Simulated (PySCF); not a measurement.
C2H6O, SMILES C(O)C (connectivity only; charge and spin as stated), charge +1, multiplicity 2. The structure is a stationary point at PBE-D3(BJ)/def2-TZVP. The spin state was assumed, not searched. One conformer was computed; it need not be the lowest.

The numbers are results of PBE-D3(BJ)/def2-TZVP (PySCF 2.14.0), not measurements.

Harmonic wavenumbers (cm⁻¹): 107, 368, 426, 605, 888, 959, 992, 1013, 1039, 1116, 1263, 1284, 1351, 1355, 1400, 2484, 2645, 2921, 2964, 3073, 3493. Rotational constants (GHz): 37.63, 9.113, 8.009; symmetry number 1.

### Question
Work out the zero-point energy and the ideal-gas rigid-rotor harmonic-oscillator thermochemistry at 298.15 K and 1 atm.

### Answer
ZPE = ½ Σ hcν = ½ × 31746 cm⁻¹ = 45.38 kcal/mol. H − E(el) = 48.87 kcal/mol. Entropy in cal/(mol K): translation 37.41, rotation 22.29, vibration 6.44, spin 1.38, total 67.51. G − E(el) = 28.75 kcal/mol. Cp = 16.84 cal/(mol K). Modes under 150 cm⁻¹ make the vibrational entropy uncertain.
